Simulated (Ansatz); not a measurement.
`C/C=C/O`. Total charge 0; spin multiplicity 1. The geometry is a stationary point of PBE0-D4/def2-TZVP. It is one conformer, not always the lowest.

```xyz
10

C    -0.563    0.809   -1.038
C     0.227   -0.184   -0.253
C     0.112   -0.342    1.060
O     0.793   -1.218    1.838
H    -1.172    0.323   -1.806
H    -1.235    1.375   -0.390
H     0.086    1.525   -1.552
H     0.933   -0.809   -0.799
H    -0.575    0.252    1.655
H     1.393   -1.729    1.285
```

Q: What is the dipole moment at r2SCAN/def2-TZVPP? (Best estimate.)

A: Ansatz gave: 1.13 D, with components (0.40, -0.20, -1.04) D in this frame, pointing from negative to positive charge.

Q: And with PBE, B3LYP, ωB97M-V? (An estimate is asked.)

A: Computed: PBE 1.11 D, B3LYP 1.17 D, ωB97M-V 1.17 D.

Q: Give the Mulliken charges with r2SCAN, ωB97M-V, B3LYP in def2-TZVPP. (Estimate.)

A: Computed: 
```
atom  r2SCAN  ωB97M-V  B3LYP
  C1   -0.09    -0.27  -0.21
  C2   -0.14    -0.14  -0.15
  C3    0.11     0.09   0.08
  O4   -0.32    -0.29  -0.30
  H5    0.05     0.10   0.08
  H6    0.03     0.08   0.07
  H7    0.05     0.10   0.08
  H8    0.03     0.06   0.06
  H9    0.07     0.09   0.10
 H10    0.21     0.18   0.20
```

B3LYP here is the variant with VWN-RPA as its local correlation; programs differ in this.
